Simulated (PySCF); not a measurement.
## Isomers of C4H7N: computed energies against enthalpies of formation

**The experiment to reproduce.**

From CRC Handbook of Chemistry and Physics, for the gas at 298.15 K: enthalpy of formation of `CC(C)C#N` (isobutyronitrile) 23.4 kJ/mol; enthalpy of formation of `CCCC#N` (butanenitrile) 33.6 kJ/mol.

How close the calculation comes is told at the end.

Differences of these values give the isomerisation enthalpies. Geometries: PBE0-D3(BJ)/def2-TZVP; runs in PySCF, gas phase, with a dispersion term only where the level names one. Total electronic energies (Eh):

| SMILES | PBE0-D3(BJ)/def2-TZVP | B97-2/pcSseg-2 | KT3/pcSseg-2 | PBE0/pcSseg-2 | CAM-B3LYP/aug-cc-pVTZ | PBE0/aug-cc-pVTZ |
| --- | --- | --- | --- | --- | --- | --- |
| CC(C)C#N | -211.20559 | -211.38104 | -214.83751 | -211.19926 | -211.34169 | -211.19570 |
| CCCC#N | -211.20536 | -211.38090 | -214.83717 | -211.19908 | -211.34127 | -211.19551 |

Geometry of `CC(C)C#N` (Å):
```
atom  x, y, z in Å
C1     0.217   -0.837    1.046
C2     0.419    0.161   -0.093
C3    -0.609   -0.021   -1.207
C4     0.381    1.528    0.419
N5     0.341    2.601    0.831
H6     0.308   -1.855    0.660
H7    -0.777   -0.723    1.483
H8     0.956   -0.697    1.835
H9     1.422    0.019   -0.512
H10   -1.621    0.117   -0.822
H11   -0.451    0.694   -2.016
H12   -0.530   -1.030   -1.616
```

Geometry of `CCCC#N` (Å):
```
atom  x, y, z in Å
C1    -1.2156   -0.4829    0.5280
C2    -0.0776    0.5170    0.6099
C3     0.7612    0.5744   -0.6685
C4     1.4142   -0.6921   -0.9620
N5     1.9192   -1.7025   -1.1765
H6    -1.7913   -0.4946    1.4550
H7    -1.9003   -0.2359   -0.2878
H8    -0.8394   -1.4938    0.3540
H9     0.5775    0.2740    1.4508
H10   -0.4673    1.5218    0.7945
H11    1.5337    1.3445   -0.5919
H12    0.1330    0.8364   -1.5259
```

Zero-point and thermal terms are left out, so the computed numbers are electronic energies.

## Comparison

Relative to `CC(C)C#N`, the lowest by measurement, in kJ/mol (measured: enthalpies at 298.15 K; computed: electronic energies):

| SMILES | measured | PBE0-D3(BJ)/def2-TZVP | B97-2/pcSseg-2 | KT3/pcSseg-2 | PBE0/pcSseg-2 | CAM-B3LYP/aug-cc-pVTZ | PBE0/aug-cc-pVTZ |
| --- | --- | --- | --- | --- | --- | --- | --- |
| CC(C)C#N | 0.0 | 0.0 | 0.0 | 0.0 | 0.0 | 0.0 | 0.0 |
| CCCC#N | 10.2 | 0.6 | 0.4 | 0.9 | 0.5 | 1.1 | 0.5 |

Measured values: 23.4 kJ/mol (298.15 K; CRC Handbook of Chemistry and Physics) for the first row; the others come from the same table. Unsigned miss: CAM-B3LYP/aug-cc-pVTZ 9.1, KT3/pcSseg-2 9.3, PBE0-D3(BJ)/def2-TZVP 9.6, PBE0/aug-cc-pVTZ 9.7, PBE0/pcSseg-2 9.7, B97-2/pcSseg-2 9.8 kJ/mol. One conformer stands for `CCCC#N`, not necessarily the lowest, while the measurement averages over conformers. Where a level misses, the cause wasn't examined.
